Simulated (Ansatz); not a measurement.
**Which is lower?**

Two relaxed structures of AlBNH6 (charge +1), closed shell (PBE0-D4/def2-TZVP; forces vanish, vibrations not checked).

A:

```
9
angstrom
N -0.8385 0.8425 -0.7996
B 0.4569 0.0954 -0.3437
Al 0.7534 -1.2029 1.3541
H -1.0864 0.5494 -1.7517
H -0.6524 1.8488 -0.8761
H -1.6640 0.7214 -0.2131
H 1.3167 0.3638 -1.1291
H 0.4846 -2.7316 1.0856
H 1.2296 -0.4867 2.6736
```

B:

```xyz
9
angstrom
N -0.8628 0.9714 -0.8675
B 0.3964 0.2967 -0.1933
Al 0.4559 -1.5711 0.6921
H -1.2234 0.4496 -1.6638
H -0.5963 1.8919 -1.2191
H -1.6362 1.1197 -0.2222
H 1.2797 0.1279 -1.0011
H 1.0033 -2.8450 1.4411
H 0.7773 0.9438 0.7540
```

Ansatz 0.2.0; basis: def2-TZVPP; cores frozen in the correlated methods. B3LYP uses VWN-RPA correlation.

Q: Which structure is lower at CCSD(T), and by how much? (To be estimated.)

A: By the calculation: B, by 93.8 kJ/mol (electronic energy, against the other). By their contacts, A is AlBNH₆ ([NH3][BH][AlH2]), total charge +1 and B is AlBNH₆ ([NH3][BH2][AlH]), total charge +1.

All methods give the same order:

```
   method  E(B) − E(A) (kJ/mol)
   PBE-D4                -117.9
r2SCAN-D4                -102.4
  PBE0-D4                -109.0
 B3LYP-D4                 -99.0
  wB97M-V                -102.1
       HF                 -45.5
      MP2                -101.2
     CCSD                 -87.6
  CCSD(T)                 -93.8
```

T1 diagnostic: at most 0.011.

Labels in which every atom is bracketed show which atoms are joined, not bond orders.

For scale, one of the runs: CCSD(T)/def2-TZVPP, 188 basis functions, launched by `ansatz run in.yaml --threads 2 --pin off --events-out ev --progress --plain --max-ram 4352MiB`. Hardware: 2 CPU threads of an Arm Neoverse V1, shared host. Wall time 32 s; peak host memory 1.9 GiB.
